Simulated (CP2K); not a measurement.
# A workflow on C2HCl2F (SMILES FC=C(Cl)Cl), part 2 of 2

CP2K 2026.2. The steps go on from the part before.

### 5 The excited states at HSE06/QZV3P-GTH (core potential, admm exchange PBEX, admm type ADMM2, dipole form LENGTH) (run 6)

File molecule.xyz:

```xyz
6

F      0.377390    -1.455220     1.030310
C      0.337900    -0.177220     0.642990
C     -0.250130     0.193360    -0.490060
Cl    -1.011930    -0.900910    -1.567580
Cl    -0.276230     1.844560    -0.948520
H      0.823010     0.495430     1.332860
```

File run.inp:

```
&GLOBAL
   PROJECT run
   RUN_TYPE ENERGY
   PRINT_LEVEL MEDIUM
&END

&FORCE_EVAL
   METHOD Quickstep
   &DFT
      BASIS_SET_FILE_NAME GTH_BASIS_SETS
      BASIS_SET_FILE_NAME BASIS_ADMM_UZH
      POTENTIAL_FILE_NAME POTENTIAL_UZH
      &QS
         METHOD GPW
         EPS_DEFAULT 1.0E-10
      &END
      &MGRID
         CUTOFF 400
         REL_CUTOFF 50
         NGRIDS 4
      &END
      &POISSON
         PERIODIC NONE
         POISSON_SOLVER WAVELET
      &END
      &SCF
         SCF_GUESS ATOMIC
         EPS_SCF 1.0E-06
         MAX_SCF 100
         &DIAGONALIZATION
            ALGORITHM STANDARD
         &END
         &MIXING
            METHOD DIRECT_P_MIXING
            ALPHA 0.4
         &END
      &END
      &XC
         &XC_FUNCTIONAL
            &HYB_GGA_XC_HSE06
            &END
         &END
         &HF
            FRACTION 0.25
            &SCREENING
               EPS_SCHWARZ 1.0E-09
            &END
            &INTERACTION_POTENTIAL
               POTENTIAL_TYPE SHORTRANGE
               OMEGA 0.11
            &END
            &MEMORY
               MAX_MEMORY 1750
            &END
         &END
      &END
      &AUXILIARY_DENSITY_MATRIX_METHOD
         ADMM_TYPE ADMM2
         EXCH_CORRECTION_FUNC PBEX
      &END
      &PRINT
         &MOMENTS
            PERIODIC F
            REFERENCE COM
            MAX_MOMENT 1
         &END
         &MO ON
            ENERGIES T
            OCCUPATION_NUMBERS T
            NDIGITS 6
            &EACH
               QS_SCF 0
            &END
            ADD_LAST NUMERIC
         &END
         &HIRSHFELD OFF
         &END
      &END
   &END
   &SUBSYS
      &CELL
         ABC 11.5 11.5 11.5
         PERIODIC NONE
      &END
      &TOPOLOGY
         COORD_FILE_NAME molecule.xyz
         COORD_FILE_FORMAT XYZ
         &CENTER_COORDINATES
         &END
      &END
      &KIND F
         BASIS_SET ORB QZV3P-GTH-q7
         BASIS_SET AUX_FIT admm-tzp-q7
         POTENTIAL GTH-PBE0-q7
      &END
      &KIND C
         BASIS_SET ORB QZV3P-GTH-q4
         BASIS_SET AUX_FIT admm-tzp-q4
         POTENTIAL GTH-PBE0-q4
      &END
      &KIND Cl
         BASIS_SET ORB QZV3P-GTH-q7
         BASIS_SET AUX_FIT admm-tzp-q7
         POTENTIAL GTH-PBE0-q7
      &END
      &KIND H
         BASIS_SET ORB QZV3P-GTH-q1
         BASIS_SET AUX_FIT admm-tzp-q1
         POTENTIAL GTH-PBE0-q1
      &END
   &END
   &PROPERTIES
      &TDDFPT
         NSTATES 4
         MAX_ITER 50
         CONVERGENCE [eV] 1.0E-04
         &DIPOLE_MOMENTS
            DIPOLE_FORM LENGTH
         &END
      &END
   &END
&END
```

Run with:

```
$ OMP_NUM_THREADS=2 cp2k.psmp run.inp > run.out
```

Log:

```text
CP2K| version string:                                       CP2K version 2026.2
[...]
 GLOBAL| Method name                                                        CP2K
[...]
 GLOBAL| Run type                                                         ENERGY
[...]
 DFT| Spin restricted Kohn-Sham (RKS) calculation                            RKS
 DFT| Multiplicity                                                             1
[...]
 DFT| Charge                                                                   0
[...]
 FUNCTIONAL| HYB_GGA_XC_HSE06:
[...]
 QS| Method:                                                                 GPW
[...]
 QS| Density cutoff [a.u.]:                                                200.0
[...]
 QS| Relative density cutoff [a.u.]:                                        25.0
[...]
                             - Atoms:                                          6
[...]
                             - Spherical basis functions:                    168
[...]
 Number of electrons:                                                         30
[...]
     1 P_Mix/Diag. 0.40E+00   11.7     1.10742399       -64.2276057361 -6.42E+01
[...]
    15 DIIS/Diag.  0.35E-06    8.7     0.00000046       -66.1168214900 -4.22E-12
  *** SCF run converged in    15 steps ***
[...]
  Overlap energy of the core charge distribution:               0.00000163340477
  Self energy of the core charge distribution:               -160.47967913778055
  Core Hamiltonian energy:                                     42.36992681149398
  Hartree energy:                                              66.23123652604164
  Exchange-correlation energy:                                -11.46639205653663
  Hartree-Fock Exchange energy:                                -2.77191526662754
  Total energy:                                               -66.11682149000433
[...]
                     Mulliken Population Analysis
 #  Atom  Element  Kind  Atomic population                           Net charge
       1     F        1          7.359459                             -0.359459
       2     C        2          3.762641                              0.237359
       3     C        2          4.064228                             -0.064228
       4     Cl       3          6.974816                              0.025184
       5     Cl       3          7.008610                             -0.008610
       6     H        4          0.830246                              0.169754
 # Total charge                             30.000000                  0.000000
[...]
 ENERGY| Total FORCE_EVAL ( QS ) energy [hartree]            -66.116821490004327
[...]
```

Wall time 5.1 min (2 threads of Intel Xeon Platinum 8259CL at 2.50GHz (Skylake/Cascade Lake), shared host); peak memory 2.3 GiB.

The roots found:

| excited state | energy (eV) | strength |
| --- | --- | --- |
| 1 | 5.718 | 0.0001 |
| 2 | 5.851 | 0.0016 |
| 3 | 6.816 | 0.3529 |
| 4 | 7.158 | 0.0000 |

### 6 All runs side by side

| run | level | energy (Eh) | dipole moment (D) | HOMO energy (eV) | lowest excitation energy (eV) | wall time |
| --- | --- | --- | --- | --- | --- | --- |
| 1 | HSE06/SZV-GTH (core potential, admm exchange PBEX, admm type ADMM2, dipole form LENGTH) | -65.685745 | 0.91 | -8.77 | 6.34 | 4.3 min |
| 2 | HSE06/DZVP-GTH (core potential, admm exchange PBEX, admm type ADMM2, dipole form LENGTH) | -66.070803 | 1.29 | -7.04 | 6.04 | 4.6 min |
| 3 | HSE06/TZVP-GTH (core potential, admm exchange PBEX, admm type ADMM2, dipole form LENGTH) | -66.099418 | 1.22 | -7.09 | 5.96 | 5.2 min |
| 4 | HSE06/TZV2P-GTH (core potential, admm exchange PBEX, admm type ADMM2, dipole form LENGTH) | -66.109866 | 1.15 | -7.06 | 5.81 | 5.4 min |
| 5 | HSE06/QZV2P-GTH (core potential, admm exchange PBEX, admm type ADMM2, dipole form LENGTH) | -66.114652 | 1.15 | -7.07 | 5.75 | 5.3 min |
| 6 | HSE06/QZV3P-GTH (core potential, admm exchange PBEX, admm type ADMM2, dipole form LENGTH) | -66.116821 | 1.14 | -7.07 | 5.72 | 5.1 min |

Convergence of the dipole moment of singlet C2HCl2F with the basis set, against the last point:

| basis set | from the last (D) | wall time |
| --- | --- | --- |
| SZV-GTH | -0.2354 | 4.3 min |
| DZVP-GTH | +0.1480 | 4.6 min |
| TZVP-GTH | +0.0760 | 5.2 min |
| TZV2P-GTH | +0.0073 | 5.4 min |
| QZV2P-GTH | +0.0100 | 5.3 min |
| QZV3P-GTH | +0.0000 | 5.1 min |

Convergence of the HOMO energy of singlet C2HCl2F with the basis set, against the last point:

| basis set | from the last (eV) | wall time |
| --- | --- | --- |
| SZV-GTH | -1.6992 | 4.3 min |
| DZVP-GTH | +0.0238 | 4.6 min |
| TZVP-GTH | -0.0244 | 5.2 min |
| TZV2P-GTH | +0.0113 | 5.4 min |
| QZV2P-GTH | +0.0003 | 5.3 min |
| QZV3P-GTH | +0.0000 | 5.1 min |

### 7 Outcome

What follows sums up all 2 parts.

| quantity | value |
| --- | --- |
| run 6, HSE06/QZV3P-GTH: total energy | -66.11682 Eh |
| run 6, HSE06/QZV3P-GTH: dipole moment | 1.14 D |
| run 6, HSE06/QZV3P-GTH: HOMO energy | -7.07 eV |
| run 6, HSE06/QZV3P-GTH: lowest excitation energy | 5.72 eV |

For the dipole moment of singlet C2HCl2F to stay within 0.05 D of the last point, TZV2P-GTH is the first point of the series from which all later ones do (5.4 min against 5.1 min). For the HOMO energy of singlet C2HCl2F to stay within 0.1 eV of the last point, DZVP-GTH is the first point of the series from which all later ones do (4.6 min against 5.1 min). For the HOMO energy of singlet C2HCl2F to stay within 0.02 eV of the last point, TZV2P-GTH is the first point of the series from which all later ones do (5.4 min against 5.1 min). The dipole moment (its size) runs from 0.91 D (HSE06/SZV-GTH) to 1.29 D (HSE06/DZVP-GTH). In run 1 the basis is minimal, so the values are rough. All runs together took 30 min, the longest 5.4 min.
